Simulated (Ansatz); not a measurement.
# AlMgH (singlet): the correlation ladder at angle Mg2–Al1–H3 = 180.0°, 6-31G

How much of the correlation energy of AlMgH (singlet) does each wave-function method recover here?

Method: 6-31G, core rule «outside noble gas», up to 10 orbitals frozen; program: Ansatz 0.2.0, Gaussian basis.

The runs, in order: UHF; CCSD(T) on RHF; CCSD(T) on UHF; BCCD(T) on RHF; CISD; CCSDT(Q) on RHF; CCSDT(Q) on UHF; CCSDTQ on RHF; CCSDTQ on UHF; CASSCF and MRCISD+Q, 2 electrons in 2 orbitals; CASSCF and NEVPT2, 2 electrons in 2 orbitals; CASSCF and MRCISD+Q, 6 electrons in 9 orbitals; CASSCF and MRCISD+Q(relaxed), 6 electrons in 9 orbitals; CASSCF and NEVPT2, 6 electrons in 9 orbitals; Full CI.

12 further runs of the same task are left out: 5 that didn't finish, 7 set aside as unsound or not needed.

### 1 The geometry

The geometry derives from a PBE0/def2-TZVP stationary point (not a proven minimum). One angle is set to the value named; bond lengths are kept.

3 atoms, charge 0, spin multiplicity 1.

Atoms are counted from 1 here; the program's logs count them from 0.

Bond lengths: Al1–H3 1.697 Å.

### 2 UHF

in.yaml

```yaml
crystal:
  periodic: [false, false, false]
  atoms:
    - {symbol: Al, position_ang: [0.000000, 0.000000, -0.398525]}
    - {symbol: Mg, position_ang: [0.000000, 0.000000, 2.494262]}
    - {symbol: H, position_ang: [0.000000, 0.000000, -2.095737]}
basis:
  gaussian: {orbitals: 6-31G}
magnetization: {spin_polarized: true, initial_magnetization: 0}
hamiltonian: {xc: hf}
output: {orbitals: {seedname: orbitals}}
```

The run is started by

```sh
$ ansatz run in.yaml --threads 1 --pin off --events-out ev --progress --plain --max-ram 2393MiB
```

The runs that follow: CCSD(T) on RHF; CCSD(T) on UHF; BCCD(T) on RHF; CISD; CCSDT(Q) on RHF; CCSDT(Q) on UHF; CCSDTQ on RHF; CCSDTQ on UHF; CASSCF and MRCISD+Q, 2 electrons in 2 orbitals; CASSCF and NEVPT2, 2 electrons in 2 orbitals; CASSCF and MRCISD+Q, 6 electrons in 9 orbitals; CASSCF and MRCISD+Q(relaxed), 6 electrons in 9 orbitals; CASSCF and NEVPT2, 6 electrons in 9 orbitals; Full CI.

Before running them: what should the planned runs give, taken together? Wanted: FCI from the RHF energy; RMP2 from FCI; UMP2 from FCI; RCCSD from FCI; RCCSD(T) from FCI; UCCSD(T) from FCI; RCCSDT(Q) from FCI; UCCSDT(Q) from FCI; NEVPT2 pair from FCI.

The runs gave:

| quantity | value |
| --- | --- |
| FCI from the RHF energy | -2.2517 eV |
| RMP2 from FCI | +879.8 meV |
| UMP2 from FCI | +950.4 meV |
| RCCSD from FCI | +43.1 meV |
| RCCSD(T) from FCI | +15.3 meV |
| UCCSD(T) from FCI | +25.9 meV |
| RCCSDT(Q) from FCI | +1.6 meV |
| UCCSDT(Q) from FCI | +2.9 meV |
| NEVPT2 pair from FCI | +805.6 meV |
| MRCISD+Q pair from FCI | -94.7 meV |
| NEVPT2 valence from FCI | +111.6 meV |
| levels within 1 kcal/mol (43 meV) | RCCSD, RCCSD(T), UCCSD(T), BCCD(T), RCCSDT, UCCSDT, RCCSDT(Q), UCCSDT(Q), RCCSDTQ, UCCSDTQ, MRCISD valence, MRCISD+Q valence, MRCISD+Q(relaxed) valence |
| T1 diagnostic | 0.021 |
| effectively unpaired electrons | 0.23 |

RCCSD(T) lands +15.3 meV from the yardstick (0.7 % of the correlation energy). MRCISD+Q pair falls below full CI: the +Q correction isn't variational, and the cores differ from full CI's. The occupations show some static correlation. Of the multireference levels listed MRCISD+Q(relaxed) valence comes nearest in total energy (-1.4 meV), which doesn't show that its space is the better one. These misses are within one basis, not against nature.
